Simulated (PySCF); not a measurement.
## Reproducing measurements on CFCl3

**The experiment to reproduce.**

From NIST CCCBDB Release 22 (SRD 101), experimental dipoles, for the gas: dipole moment (microwave Stark effect, vibrational ground state) 0.46 ± 0.02 D.

How close the calculation comes is told at the end.

Species: CFCl3.
Atom-mapped SMILES: `[F:1][C:2]([Cl:3])([Cl:4])[Cl:5]`

Geometry (GFN2-xTB, Å), atoms numbered from 1 in this order:
```
atom  x, y, z in Å
F1     0.0603   -0.1410    1.3961
C2     0.0046   -0.0063    0.0667
Cl3   -0.4579    1.6606   -0.3126
Cl4    1.6028   -0.3706   -0.6039
Cl5   -1.2011   -1.1397   -0.5634
```

The PySCF runs (gas phase, on this GFN2-xTB geometry; no spin–orbit coupling):

| level | job | basis functions | wall time |
| --- | --- | --- | --- |
| B3LYP/cc-pCVDZ | shieldings | 117 | 4.6 s |
| B97-D/cc-pCVDZ | shieldings | 117 | 6.2 s |
| BLYP/cc-pCVDZ | shieldings | 117 | 6.2 s |
| BP86/cc-pCVDZ | shieldings | 117 | 6.6 s |
| HF/cc-pCVDZ | shieldings | 117 | 2.2 s |
| KT2/cc-pCVDZ | shieldings | 117 | 6.2 s |
| KT3/cc-pCVDZ | shieldings | 117 | 6.2 s |
| LDA/cc-pCVDZ | shieldings | 117 | 4.7 s |
| OPBE/cc-pCVDZ | shieldings | 117 | 6.4 s |
| PBE/cc-pCVDZ | shieldings | 117 | 6.1 s |
| PW91/def2-TZVPP | shieldings | 188 | 12 s |
| X3LYP/def2-TZVPP | shieldings | 188 | 9.9 s |

Hardware: an Intel Xeon at 2.30 GHz with one thread, on a shared host.

**Comparison with experiment**

**Dipole moment.** Measured: 0.46 D (NIST CCCBDB Release 22 (SRD 101), experimental dipoles).

```tsv
level	computed (D)	computed − measured (D)	% (from the printed values)
B3LYP/cc-pCVDZ	0.28	-0.18	-39
B97-D/cc-pCVDZ	0.20	-0.26	-57
BLYP/cc-pCVDZ	0.17	-0.29	-63
BP86/cc-pCVDZ	0.17	-0.29	-63
HF/cc-pCVDZ	0.53	+0.07	+15
KT2/cc-pCVDZ	0.21	-0.25	-54
KT3/cc-pCVDZ	0.20	-0.26	-57
LDA/cc-pCVDZ	0.20	-0.26	-57
OPBE/cc-pCVDZ	0.16	-0.30	-65
PBE/cc-pCVDZ	0.16	-0.30	-65
PW91/def2-TZVPP	0.30	-0.16	-35
X3LYP/def2-TZVPP	0.40	-0.06	-13
```

The computed dipoles belong to one fixed geometry; measured ones are averaged over vibrations unless marked μe. Magnitudes are compared, not signs.

No measured geometry was used, and the causes of the misses weren't examined.
